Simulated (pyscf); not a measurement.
`[SiH3][PH2]` + `[H]` [doublet] -> `[SiH3][PH]` [doublet] + `[H][H]` (hydrogen abstraction; doublet surface; H–P broken, H–H formed). Single points on ωB97X-D3(BJ)/def2-SVP structures (PySCF, gas phase). Energies in kcal/mol from the separated reactants.

```tsv
level	barrier	reaction energy
ωB97X-D3(BJ)/def2-TZVP	[?]	[?]
PBE/def2-TZVP	-0.6	-21.4
B3LYP-D3(BJ)/def2-TZVP	-1.3	-24.7
PBE0-D3(BJ)/def2-TZVP	[?]	-20.8
M06-2X/def2-TZVP	3.4	-23.0
HF/def2-TZVP	8.5	-20.4
```

Problem. Some entries are withheld; supply them.

Solution. 
- ωB97X-D3(BJ)/def2-TZVP, barrier: 2.9
- ωB97X-D3(BJ)/def2-TZVP, reaction energy: -21.1
- PBE0-D3(BJ)/def2-TZVP, barrier: 0.5

At PBE, B3LYP-D3(BJ) this geometry lies under the reactants; that is no barrier but a single point on another level's saddle; such a level's own saddle, if it has one, lies nearer that side and is low. This is the saddle that the search found; another between the same sides may lie lower. The angle at the transferred H is 169°.
